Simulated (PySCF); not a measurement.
# Shapes and spin states of H₂S

Method: PySCF, PBE0, basis S def2-TZVP, H def2-TZVP (no relativity, density fitting).

Relaxations began from a few typed shapes and spin states; open shells are unrestricted. The search is not exhaustive: other isomers or separated fragments can lie lower, and high-lying points may rest on an excited occupation.

Task: Which is the lowest minimum found?
A. singlet C2v: S–H 1.341 Å (×2); H–S–H 92.3°
B. triplet D∞h: S–H 1.515 Å (×2); H–S–H 180.0°
C. triplet C2v: S–H 1.519 Å (×2); H–S–H 157.1°
D. singlet D∞h: S–H 1.317 Å (×2); H–S–H 180.0°

Result: A. The others lie at 291.3 (singlet D∞h, a saddle point), 405.0 (triplet C2v, a saddle point), 408.9 (triplet D∞h, a saddle point) kJ/mol above it.

Starts that fell apart ended at 388, 388 kJ/mol on the same scale (coarser grid).

Counting electrons, sulfur keeps 4 of its valence electrons outside its bonds, so the VSEPR class is AX2E2 and the expected shape is bent (C2v), as computed. The angle of 92° is close to 90°: the heavy centre bonds with nearly pure p orbitals and keeps its lone pair s-like.

The electron or spin density has lower symmetry than the nuclear frame for the triplet D∞h at 408.9 kJ/mol.
